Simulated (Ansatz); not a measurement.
Ligand exchange: C4H9Cl + SiH3(SH) → C4H10S + SiH3Cl

Species: C4H9Cl (2-chloro-2-methylpropane) `CC(C)(C)Cl`, singlet; SiH3(SH) (sulfanylsilane), singlet; C4H10S (2-methyl-2-propanethiol) `CC(C)(C)S`, singlet; SiH3Cl (chlorosilane) `[SiH3]Cl`, singlet. The partners trade Cl for SH: C–Cl and Si–SH bonds give way to C–SH and Si–Cl.

Shapes, held fixed at every level: PBE0-D4/def2-TZVP. Flexible molecules stand in one conformer, not always the lowest. Programs: Ansatz 0.2.0. The zero-point and thermal change to 298 K, harmonic and unscaled (PBE0-D4/def2-TZVP), is +1.1 kJ/mol.

```json
{"level": "HF/def2-SVP", "kind": "Hartree–Fock", "ΔH(298 K) (kJ/mol)": "-35.7", "less CCSD(T)/CBS estimate": "+0.8", "CPU time (sum over the molecules)": "–"}
{"level": "B3LYP-D4/def2-TZVPP", "kind": "global hybrid", "ΔH(298 K) (kJ/mol)": "-34.1", "less CCSD(T)/CBS estimate": "+2.4", "CPU time (sum over the molecules)": "55 s"}
{"level": "r2SCAN0-D4/def2-TZVPP", "kind": "global hybrid", "ΔH(298 K) (kJ/mol)": "-33.9", "less CCSD(T)/CBS estimate": "+2.6", "CPU time (sum over the molecules)": "49 s"}
{"level": "wB97M-V/def2-TZVPP", "kind": "range-separated hybrid", "ΔH(298 K) (kJ/mol)": "-35.7", "less CCSD(T)/CBS estimate": "+0.8", "CPU time (sum over the molecules)": "2 min"}
{"level": "B2PLYP/def2-TZVPP", "kind": "double hybrid", "ΔH(298 K) (kJ/mol)": "-34.7", "less CCSD(T)/CBS estimate": "+1.8", "CPU time (sum over the molecules)": "71 s"}
{"level": "CCSD/def2-SVP", "kind": "coupled cluster or CI", "ΔH(298 K) (kJ/mol)": "-36.9", "less CCSD(T)/CBS estimate": "-0.4", "CPU time (sum over the molecules)": "–"}
{"level": "CCSD(T)/def2-TZVPP", "kind": "coupled cluster or CI", "ΔH(298 K) (kJ/mol)": "-36.0", "less CCSD(T)/CBS estimate": "+0.5", "CPU time (sum over the molecules)": "31 min"}
{"level": "CCSD(T)/CBS estimate", "kind": "coupled cluster or CI", "ΔH(298 K) (kJ/mol)": "-36.5", "less CCSD(T)/CBS estimate": "0.0", "CPU time (sum over the molecules)": "37 min"}
```

The highest level, CCSD(T)/CBS estimate, gives ΔH(298 K) = -36.5 kJ/mol; the levels span -36.9 to -33.9. The column of differences is taken from that level and isn't an error. No measured value is set beside it here. The CBS estimate extrapolates MP2 from def2-TZVPP and def2-QZVPP and adds CCSD(T) − MP2 in the triple-zeta set, cores frozen. Times are processor times on shared x86 and Arm servers, and rough.
